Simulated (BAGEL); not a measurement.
# C2H4 (ethylene) at PBE0/def2-TZVP (density fitting with qzvpp-jkfit)

Aim: the energy change on altering one bond length of C2H4 (ethylene) at PBE0/def2-TZVP (density fitting with qzvpp-jkfit), from 2 runs. 

The results are computed with BAGEL 1.2.2.

**1. The molecule**

C2H4: 6 atoms, total charge 0, spin state singlet. SMILES: `C=C`. Geometry: relaxed at GFN2-xTB.

Bond lengths: C1–C2 1.316 Å, C1–H3 1.078 Å, C1–H4 1.078 Å, C2–H5 1.078 Å, C2–H6 1.078 Å. Angles: C1–C2–H5 122.0°, C1–C2–H6 122.0°, C2–C1–H3 122.0°, C2–C1–H4 122.0°, H5–C2–H6 116.0°, H3–C1–H4 116.0°.

**2. The energy at PBE0/def2-TZVP (density fitting with qzvpp-jkfit)**

The input, job.json:

```json
{ "bagel" : [

{
  "title" : "molecule",
  "basis" : "def2-tzvp.json",
  "df_basis" : "qzvpp-jkfit",
  "angstrom" : true,
  "geometry" : [
    { "atom" : "C", "xyz" : [      -0.086880,      -0.636790,      -0.142220 ] },
    { "atom" : "C", "xyz" : [       0.086650,       0.636720,       0.142160 ] },
    { "atom" : "H", "xyz" : [       0.031180,      -1.409010,       0.600400 ] },
    { "atom" : "H", "xyz" : [      -0.356240,      -0.969850,      -1.131230 ] },
    { "atom" : "H", "xyz" : [      -0.029250,       1.409080,      -0.600620 ] },
    { "atom" : "H", "xyz" : [       0.354540,       0.969850,       1.131520 ] }
  ]
},

{ "title" : "ks", "xc_func" : "pbe0" },

{ "title" : "print", "file" : "orbitals.molden", "orbitals" : true }

]}
```

The basis set def2-TZVP is read from a file made from the Basis Set Exchange's data (not shown).

Command:

```
$ BAGEL_NUM_THREADS=1 BAGEL job.json > job.out
```

The program printed:

```text
* using 1 threads per process

  ===============================================================
  ===============================================================

  *** Geometry ***

  { "atom" : "C", "xyz" : [     -0.164179,     -1.203359,     -0.268757 ] },
  { "atom" : "C", "xyz" : [      0.163745,      1.203226,      0.268643 ] },
  { "atom" : "H", "xyz" : [      0.058922,     -2.662643,      1.134592 ] },
  { "atom" : "H", "xyz" : [     -0.673196,     -1.832751,     -2.137715 ] },
  { "atom" : "H", "xyz" : [     -0.055274,      2.662775,     -1.135007 ] },
  { "atom" : "H", "xyz" : [      0.669984,      1.832751,      2.138263 ] },

  Number of auxiliary basis functions:      222

  Since a DF basis is specified, we compute 2- and 3-index integrals:
    o Being stored without compression. Storage requirement is 0.013 GB

  Number of basis functions:       86
  Number of electrons      :       16

    * METHOD: MOLECULE                             0.05

  *** Kohn-Sham DFT ***

    * Removing 9055 points whose weight is below 1.00e-10
    * Grid points: 80381

  === Nuclear Repulsion ===
    33.6658493867

       - DIIS with orbital gradients will be used.

  === KS iteration (pbe0 / def2-tzvp.json) ===
      0        -59.95562265          0.17575894           0.12
      1        -67.94964332          0.12319334           0.12
      2        -72.61881885          0.14339614           0.13
      3        -77.93289481          0.05163772           0.12
      4        -78.35026020          0.02942576           0.13
      5        -78.50089328          0.00715186           0.12
      6        -78.51140840          0.00184485           0.13
      7        -78.51197169          0.00069447           0.12
      8        -78.51206617          0.00005369           0.12
      9        -78.51206669          0.00000297           0.12
     10        -78.51206669          0.00000011           0.12
     11        -78.51206669          0.00000004           0.12
     12        -78.51206669          0.00000001           0.12
     13        -78.51206669          0.00000000           0.13
    * SCF iteration converged.

    * Permanent dipole moment:
           (   -0.000177,    -0.000030,     0.000019) a.u.

    * METHOD: KS                                   2.02

    * METHOD: PRINT                                0.01

  ===============================================================
```

Wall time 2.2 s (1 thread of Arm Neoverse V2, shared host); peak memory 0.32 GiB.

**3. The distorted shape**

The input, input.json:

```json
{ "bagel" : [

{
  "title" : "molecule",
  "basis" : "def2-tzvp.json",
  "df_basis" : "qzvpp-jkfit",
  "angstrom" : true,
  "geometry" : [
    { "atom" : "C", "xyz" : [   -0.052106,   -0.868523,    0.080638 ] },
    { "atom" : "C", "xyz" : [    0.121424,    0.404987,    0.365018 ] },
    { "atom" : "H", "xyz" : [    0.065954,   -1.640743,    0.823258 ] },
    { "atom" : "H", "xyz" : [   -0.321466,   -1.201583,   -0.908372 ] },
    { "atom" : "H", "xyz" : [   -0.029250,    1.409080,   -0.600620 ] },
    { "atom" : "H", "xyz" : [    0.389314,    0.738117,    1.354378 ] }
  ]
},
{ "title" : "ks", "xc_func" : "pbe0" },
{ "title" : "print", "file" : "orbitals.molden", "orbitals" : true }

]}
```

The basis set def2-TZVP is read from a file made from the Basis Set Exchange's data (not shown).

Command:

```
$ BAGEL_NUM_THREADS=1 BAGEL input.json > input.out
```

The program printed:

```text
* using 1 threads per process

  ===============================================================
  ===============================================================

  *** Geometry ***

  { "atom" : "C", "xyz" : [     -0.098466,     -1.641271,      0.152384 ] },
  { "atom" : "C", "xyz" : [      0.229458,      0.765315,      0.689784 ] },
  { "atom" : "H", "xyz" : [      0.124635,     -3.100555,      1.555732 ] },
  { "atom" : "H", "xyz" : [     -0.607483,     -2.270663,     -1.716574 ] },
  { "atom" : "H", "xyz" : [     -0.055274,      2.662775,     -1.135007 ] },
  { "atom" : "H", "xyz" : [      0.735697,      1.394839,      2.559403 ] },

  Number of auxiliary basis functions:      222

  Since a DF basis is specified, we compute 2- and 3-index integrals:
    o Being stored without compression. Storage requirement is 0.013 GB

  Number of basis functions:       86
  Number of electrons      :       16

    * METHOD: MOLECULE                             0.05

  *** Kohn-Sham DFT ***

    * Removing 8684 points whose weight is below 1.00e-10
    * Grid points: 80752

  === Nuclear Repulsion ===
    32.7384147282

       - DIIS with orbital gradients will be used.

  === KS iteration (pbe0 / def2-tzvp.json) ===
      0        -59.82652943          0.17354070           0.13
      1        -67.28716875          0.12135749           0.13
      2        -70.84616205          0.15080640           0.13
      3        -77.34571460          0.06660628           0.13
      4        -77.83124988          0.05415311           0.13
      5        -78.33175300          0.02656507           0.13
      6        -78.44695513          0.01113609           0.13
      7        -78.47429930          0.00166291           0.13
      8        -78.47477476          0.00035234           0.13
      9        -78.47479773          0.00007195           0.13
     10        -78.47479864          0.00001296           0.13
     11        -78.47479867          0.00000168           0.13
     12        -78.47479867          0.00000026           0.13
     13        -78.47479867          0.00000004           0.13
     14        -78.47479867          0.00000001           0.13
     15        -78.47479867          0.00000000           0.13
    * SCF iteration converged.

    * Permanent dipole moment:
           (   -0.005452,     0.081060,    -0.048969) a.u.

    * METHOD: KS                                   2.29

    * METHOD: PRINT                                0.01

  ===============================================================
```

It took 2.5 s on 1 thread of Arm Neoverse V2, shared host; peak memory 0.32 GiB.

**4. Results**

Level: PBE0/def2-TZVP (density fitting with qzvpp-jkfit).

| quantity | value |
| --- | --- |
| first shape: total energy | -78.51207 Eh |
| first shape: dipole moment | 0.00 D |
| first shape: HOMO energy | -7.93 eV |
| first shape: LUMO energy | 0.17 eV |
| first shape: HOMO–LUMO gap | 8.11 eV |
| distorted shape: total energy | -78.47480 Eh |
| distorted shape: dipole moment | 0.24 D |
| distorted shape: HOMO energy | -8.01 eV |
| distorted shape: LUMO energy | 0.15 eV |
| distorted shape: HOMO–LUMO gap | 8.16 eV |
| energy change with the C2–H5 bond stretched from 1.078 to 1.401 Å | 1.014 eV |

**Reading.** With the C2–H5 bond stretched from 1.078 to 1.401 Å the energy rises by 1.01 eV (23 kcal/mol). The first shape isn't relaxed at this level, so the change isn't measured from a minimum.
